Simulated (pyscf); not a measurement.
Structures and frequencies: ωB97X-D3(BJ)/def2-SVP in PySCF.

Q: Estimate the classical barrier height and the reaction energy of O=Sn: [singlet] + H₂S -> O=Sn=S + hydrogen (H₂) at ωB97M-D3(BJ)/def2-TZVP. The step runs on the singlet surface, breaks H–S, H–S and forms S–Sn, H–H; take the separated reactants as zero.

A: ΔE‡ = 60.4 kcal/mol, ΔE = +26.9 kcal/mol. Zero-point energy shifts the barrier by -1.7 kcal/mol. It is a concerted two-bond exchange, with an imaginary mode of 881i cm⁻¹. On the reactant side the descent ends in a complex (not fully relaxed), 6.1 kcal/mol under the separated species and 63.2 kcal/mol under the saddle at ωB97X-D3(BJ)/def2-TZVP. At ωB97X-D3(BJ)/def2-TZVP the barrier from the zero used here is 57.2 kcal/mol. The same reactants have a lower exit, to O=SnH–SH (barrier +52.8 kcal/mol at ωB97M-D3(BJ)/def2-TZVP, against +60.4 kcal/mol here). One saddle was located; it need not be the lowest between these sides. Elements past Kr carry the def2 core potentials, without spin-orbit coupling.
